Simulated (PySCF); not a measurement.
# Converging MgSi⁺ in the basis (HF)

PySCF, UHF reference; doublet, unpaired electrons π ↑; De to Mg⁺ + Si without counterpoise correction.

```json
{"basis": "cc-pVDZ/cc-pV(D+d)Z", "relativity": "no relativity", "functions": "41", "Re (Å)": "2.766", "ωe (cm⁻¹)": "263", "De (eV)": "0.65", "μ (D)": "-4.79"}
{"basis": "6-311G(d,p)", "relativity": "no relativity", "functions": "52", "Re (Å)": "2.769", "ωe (cm⁻¹)": "259", "De (eV)": "0.60", "μ (D)": "-4.79"}
{"basis": "aug-cc-pVDZ/aug-cc-pV(D+d)Z", "relativity": "no relativity", "functions": "59", "Re (Å)": "2.764", "ωe (cm⁻¹)": "262", "De (eV)": "0.66", "μ (D)": "-4.69"}
```

Question: How does each smaller set differ from the one with most functions, aug-cc-pVDZ/aug-cc-pV(D+d)Z?

Answer: cc-pVDZ/cc-pV(D+d)Z: +0.2 pm, +0.4 % in ωe, -0.01 eV in De; 6-311G(d,p): +0.5 pm, -1.1 % in ωe, -0.06 eV in De. All at HF; the set with most functions is neither the basis-set limit nor always the best.

A positive dipole points towards Si; it is taken about the centre of mass and depends on that origin. For an ion De counts to the pair picked by the measured ionisation energies or electron affinities, which need not be the lowest pair at this level. Hartree–Fock leaves out correlation, which carries a large part of most bond energies and some tenths to 1 eV of ionisation energies. The state is the lowest determinant that a PBE0 search found; another state may lie lower at other levels.
